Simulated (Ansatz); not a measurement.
Species: C$_{2}$H, SMILES `[C]#C` (charge 0, multiplicity 2).

Give a relaxed geometry from PBE0-D4/def2-TZVP run with Ansatz (a quantum-chemistry and plane-wave program).

the end point of this relaxation (outside a Z-matrix the atoms follow the SMILES, hydrogens last).
Bond lengths (Å): C1–C2 1.200, C2–H3 1.066. Bond angles (°): C1–C2–H3 179.6.
